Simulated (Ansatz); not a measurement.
The same path of C3H9NO (14 atoms, charge 0, multiplicity 1) was run twice with different band settings. The coordinate that changes most is the dihedral H9–C3–C4–H11.

Theory: RKS PBE/def2-mTZVP (Ansatz 0.2.0).

Relaxed end points:

```xyz
14
Properties=species:S:1:pos:R:3
C -1.188 1.327 0.769
O 0.126 1.222 0.234
C 0.770 -0.017 0.552
C 0.308 -1.180 -0.332
N 0.480 -0.978 -1.773
H -1.185 1.204 1.869
H -1.551 2.335 0.526
H -1.889 0.590 0.338
H 0.624 -0.260 1.626
H 1.846 0.165 0.390
H -0.756 -1.398 -0.141
H 0.859 -2.087 -0.030
H 1.480 -0.880 -1.982
H 0.063 -0.072 -2.018
```

```xyz
14
Properties=species:S:1:pos:R:3
C -1.336 0.965 1.359
O -0.542 1.422 0.272
C 0.519 0.531 -0.073
C 0.082 -0.701 -0.880
N 1.184 -1.561 -1.324
H -0.716 0.758 2.253
H -2.043 1.770 1.598
H -1.913 0.054 1.117
H 1.064 0.208 0.839
H 1.220 1.127 -0.682
H -0.479 -0.362 -1.765
H -0.611 -1.322 -0.289
H 1.710 -1.903 -0.513
H 1.848 -1.014 -1.883
```

Common settings: movable images 5; spring 5.0 eV/Å²; start path IDPP; force threshold 0.03 eV/Å; iteration limit 60; end points relaxed.

| run | climbing image | optimiser |
| --- | --- | --- |
| 1 | yes | quadratic models (default) |
| 2 | from the first iteration | lbfgs |

**Question.** What does each run give, and how far can it be trusted?

**Answer.** Run 1: converged after 5 iterations, highest image 0.172 eV above the first end. A vibrational analysis at the climbing image gives one clearly imaginary mode, 115i cm⁻¹: a first-order saddle point.
Run 2: converged after 17 iterations, highest image 0.172 eV above the first end. Another band between the same ends (5 images) ends at a top of the same energy, where a vibrational analysis finds 1 clearly imaginary mode.
